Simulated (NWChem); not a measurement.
System: C cation, doublet

The following NWChem deck was run.

```
start job
memory heap 200 mb stack 900 mb global 1100 mb
charge 1
geometry units angstroms noautoz
  C      0.000000     0.000000     0.000000
end
basis spherical
  C library def2-tzvp
end
dft
  odft
  mult 2
  xc mn15
  iterations 150
  mulliken
end
task dft energy
```

The open p shell is one determinant without spherical averaging. No stability test was run on the SCF state.

**Question.** What results follow from this input? (MN15/def2-TZVP, spin-unrestricted.) Quantities: energy (Ha); highest occupied level (eV); lowest empty minus highest occupied level, either spin (eV); <S²>.

**Answer.** The energy (Ha) is -37.39. The highest occupied level (eV) is -20.21 and the lowest empty minus highest occupied level, either spin (eV) is 5.78. The <S²> comes out as 0.751.
